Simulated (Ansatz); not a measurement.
# What a trial cell of Ag relaxes into

Level of theory: Ansatz, DFT PBEsol, scalar-relativistic, plane waves, PAW. Cutoff 420 eV, Γ-centred k mesh, Gaussian smearing, no spin polarisation in the final step.

Ag was placed on the omega structure type (P6/mmm, No. 191), at a guessed volume.

```
CELL_PARAMETERS angstrom
4.84887 0.00000 0.00000
-2.42444 4.19925 0.00000
0.00000 0.00000 2.97257
ATOMIC_POSITIONS crystal
Ag 0.00000 0.00000 0.00000
Ag 0.33333 0.66667 0.50000
Ag 0.66667 0.33333 0.50000
```

Steps on the 6×6×6 mesh (3 atoms). 5 of 6 steps are shown, and the free energy counts from the last. Trial steps that were taken back and renewals of the plane-wave basis can be among the rows.

| step | ΔF (meV/atom) | V (Å³/atom) | P (GPa) |
| --- | --- | --- | --- |
| 1 | 146.7 | 20.18 | -11.40 |
| 2 | 17.1 | 17.78 | -4.26 |
| 3 | 5.9 | 16.51 | 3.99 |
| 4 | -0.8 | 17.04 | 0.05 |
| 6 | 0.0 | 17.04 | 0.00 |

Steps on the 12×12×16 mesh (3 atoms). 3 of 5 steps are shown, and the free energy counts from the last.

```json
{"step": "1", "ΔF (meV/atom)": "3.0", "V (Å³/atom)": "17.04", "P (GPa)": "-0.09"}
{"step": "2", "ΔF (meV/atom)": "0.1", "V (Å³/atom)": "16.96", "P (GPa)": "0.37"}
{"step": "5", "ΔF (meV/atom)": "0.0", "V (Å³/atom)": "17.02", "P (GPa)": "0.00"}
```

A final relaxation ran on a 12×12×16 mesh. The relaxed crystal, P6/mmm (No. 191):

```
Ag
1.0
     4.62090    0.00000    0.00000
    -2.31045    4.00182    0.00000
     0.00000    0.00000    2.76054
Ag
3
Cartesian
  0.0000 0.0000 0.0000
  0.0000 2.6679 1.3803
  2.3105 1.3339 1.3803
```

```
Volume per atom                    : 17.02 Å³
Density                            : 10.53 g/cm³
Energy over the standard structure : 0.08 eV/atom
Gap on the 12×12×16 mesh           : 0 eV (a metal)
```

Energies count from the standard state of Ag at the same level.

The final run used a 12×12×16 mesh on its 3-atom cell and 0.10 eV smearing. The k mesh leaves about 4 meV/atom of noise in metals.

A structure relaxed within its symmetry needn't be a true minimum.